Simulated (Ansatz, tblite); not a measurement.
# InCl2Br (InBrCl2): rung by rung

How do method and basis change the picture of InCl2Br (InBrCl2) (singlet)?

Program: Ansatz 0.2.0, Gaussian basis. Level of theory: as each input shows. These are calculated values, not measurements.

Plan: GFN1-xTB, GFN2-xTB, PBE-D4/def2-TZVP, r2SCAN-D4/def2-TZVP, ωB97M-V/def2-TZVP, LDA/def2-TZVP, HF/def2-TZVP, B97M-V/def2-TZVP, B2PLYP/def2-TZVP, B3LYP-D4/def2-TZVP, BLYP-D4/def2-TZVP, PBE-D4/def2-SVP, PBE0-D4/def2-SVP, PBE0-D4/def2-TZVPD, PBE-D4/def2-TZVPD, r2SCAN-D4/def2-TZVPD, CCSD(T)/def2-TZVPP, MP2/def2-TZVP, RPA/def2-TZVP.

1 further run of the same task is left out (set aside as unsound or not needed).

## Step 1: The geometry

The singlet was relaxed beforehand with r2SCAN-D4/def2-SVP.

4 atoms, charge 0, spin multiplicity 1.

Bond lengths: In1–Cl2 2.328 Å, In1–Cl3 2.328 Å, In1–Br4 2.455 Å. Angles: Cl2–In1–Cl3 118.5°, Cl2–In1–Br4 120.7°, Cl3–In1–Br4 120.7°.

In takes a core potential in the def2 sets. No spin-orbit coupling is included.

PBE0-D4/def2-TZVP was run before; its log isn't repeated, and its numbers join the tables.

## Step 2: GFN1-xTB

Tight binding, by tblite at 300 K electronic temperature and without a spin-polarisation term:

```python
tblite.interface.Calculator('GFN1-xTB', numbers, positions, charge=0, uhf=0).singlepoint()
```

Energy -381.9293 eV, HOMO -12.36 eV, LUMO -8.28 eV; 0.017 s.

## Step 3: GFN2-xTB

Tight binding, by tblite at 300 K electronic temperature and without a spin-polarisation term:

```python
tblite.interface.Calculator('GFN2-xTB', numbers, positions, charge=0, uhf=0).singlepoint()
```

Energy -396.2716 eV, HOMO -12.28 eV, LUMO -9.45 eV; 0.015 s.

## Step 4: PBE-D4/def2-TZVP

start.molden holds the orbitals of an earlier run on this state, given as this run's starting guess.

in.yaml

```yaml
crystal:
  periodic: [false, false, false]
  atoms:
    - {symbol: In, position_ang: [0.009713, 0.016368, -0.000045]}
    - {symbol: Cl, position_ang: [2.337625, 0.018980, 0.011985]}
    - {symbol: Cl, position_ang: [-1.104762, 2.060126, -0.018033]}
    - {symbol: Br, position_ang: [-1.242576, -2.095474, 0.006093]}
basis:
  gaussian: {orbitals: def2-TZVP, initial_orbitals: start.molden}
hamiltonian: {xc: pbe, dispersion: d4}
scf: {omitted_lower_state_checks: [starts]}
output: {forces: true, orbitals: {seedname: orbitals}}
```

Launch:

```console
ansatz run in.yaml --threads 4 --pin off --events-out ev --progress --plain --max-ram 3916MiB
```

Further steps of the session: r2SCAN-D4/def2-TZVP; ωB97M-V/def2-TZVP; LDA/def2-TZVP; HF/def2-TZVP; B97M-V/def2-TZVP; B2PLYP/def2-TZVP; B3LYP-D4/def2-TZVP; BLYP-D4/def2-TZVP; PBE-D4/def2-SVP; PBE0-D4/def2-SVP; PBE0-D4/def2-TZVPD; PBE-D4/def2-TZVPD; r2SCAN-D4/def2-TZVPD; CCSD(T)/def2-TZVPP; MP2/def2-TZVP; RPA/def2-TZVP.

Q: Predict the results of all the runs planned. Wanted: gap in def2-TZVP, named functionals and Hartree-Fock, smallest and largest; correlation energy, CCSD(T)/def2-TZVPP; correlation energy, MP2/def2-TZVP; binding an atom, CCSD(T)/def2-TZVPP; PBE0 total energy, smallest basis above largest.

The runs gave:

| quantity | value |
| --- | --- |
| gap in def2-TZVP, named functionals and Hartree-Fock, smallest and largest | 3.54 eV (LDA), 12.21 eV (HF) |
| correlation energy, CCSD(T)/def2-TZVPP | -26.55 eV |
| correlation energy, MP2/def2-TZVP | -24.64 eV |
| binding an atom, CCSD(T)/def2-TZVPP | 2.394 eV |
| PBE0 total energy, smallest basis above largest | 17.41 eV (def2-SVP, def2-TZVPD) |

Over the named functionals and Hartree-Fock in def2-TZVP the gap runs from 3.54 eV (LDA) to 12.21 eV (HF); exact exchange widens it. The functionals in def2-TZVP miss CCSD(T)/def2-TZVPP by -0.050 (BLYP-D4) to +0.471 eV (LDA) an atom. CCSD(T)/def2-TZVPP isn't at the basis-set limit; small misses against it rank nothing.
